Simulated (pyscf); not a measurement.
Proton transfer: CH₄ (SMILES C) + HC⁻=O (SMILES [CH-]=O) -> CH₃⁻ (SMILES [CH3-]) + H₂C=O (SMILES C=O)

Gas phase, singlet surface, charge -1. Bonds broken: C1–H7. Bonds formed: C2–H7. Structures and frequencies: ωB97X-D3(BJ)/def2-SVPD in PySCF. MP2 and CC: frozen core, UHF for open shells. ΔMP2 is the change of the MP2 total energy from the triple- to the quadruple-zeta basis.

Transition state (Å):

```xyz
8

C     -1.7270     0.9599     0.0017
C      0.5339    -0.6681    -0.9089
O      0.9907    -1.7161    -0.4595
H     -2.6730     0.6981    -0.5236
H     -1.9287     0.8407     1.0892
H     -1.5634     2.0478    -0.1707
H     -0.5229     0.0727    -0.4532
H      1.0855    -0.2784    -1.8577
```

One imaginary mode, 1283i cm⁻¹; descent along it reached the two sides named, in the forms told below.

```json
[
 {"bond": "C1–H7", "change": "breaks", "reactant side (Å)": "1.104", "saddle": "1.563", "product side": "2.220"},
 {"bond": "C2–H7", "change": "forms", "reactant side (Å)": "2.433", "saddle": "1.369", "product side": "1.137"}
]
```

Electronic energies relative to the separated reactants (kcal/mol):

```csv
level,barrier,reaction energy,reverse barrier
ωB97X-D3(BJ)/def2-TZVPD,15.4,+25.7,-10.3
PBE/def2-TZVPD,8.8,+24.5,-15.8
r²SCAN/def2-TZVPD,11.5,+24.9,-13.5
B3LYP-D3(BJ)/def2-TZVPD,12.9,+25.3,-12.4
PBE0-D3(BJ)/def2-TZVPD,10.8,+24.5,-13.7
M06-2X/def2-TZVPD,14.5,+25.0,-10.5
ωB97M-D3(BJ)/def2-TZVPD,15.4,+25.3,-9.9
HF/def2-TZVPD,25.7,+26.3,-0.5
MP2/def2-QZVPPD,14.1,+22.1,-8.0
CCSD/def2-TZVPPD,17.2,+24.1,-6.9
CCSD(T)/def2-TZVPPD,15.4,+24.0,-8.6
CCSD(T)/def2-TZVPPD + ΔMP2(QZVPPD),15.7,+23.8,-8.1
```

With CCSD(T)/def2-TZVPPD + ΔMP2(QZVPPD) energies and thermal terms (ideal gas, 1 atm, RRHO with modes under 100 cm⁻¹ raised to 100, one conformer, R ln 2 for chiral ones without a mode under 150 cm⁻¹), in kcal/mol:

```json
[
 {"T (K)": "298", "ΔH‡": "12.9", "ΔG‡": "20.1", "ΔH": "+23.8", "ΔG": "+23.4"},
 {"T (K)": "600", "ΔH‡": "13.8", "ΔG‡": "27.0", "ΔH": "+23.8", "ΔG": "+23.1"},
 {"T (K)": "900", "ΔH‡": "14.8", "ΔG‡": "33.3", "ΔH": "+23.8", "ΔG": "+22.7"},
 {"T (K)": "1200", "ΔH‡": "15.8", "ΔG‡": "39.4", "ΔH": "+23.8", "ΔG": "+22.3"}
]
```

On the product side the descent ends in a bound adduct, 15.0 kcal/mol under the separated species and 4.7 kcal/mol under the saddle at ωB97X-D3(BJ)/def2-TZVPD. At ωB97X-D3(BJ), PBE, r²SCAN, B3LYP-D3(BJ), PBE0-D3(BJ), M06-2X, ωB97M-D3(BJ), HF, MP2, CCSD, CCSD(T), CCSD(T) the saddle lies under the separated products, which points to a path from their complex (located at ωB97X-D3(BJ) alone), and parting the products costs more than the saddle. One saddle was located; it need not be the lowest between these sides. The angle at the transferred H is 177°. The CCSD(T) − MP2 part came from Ansatz, without density fitting, on the same reference.
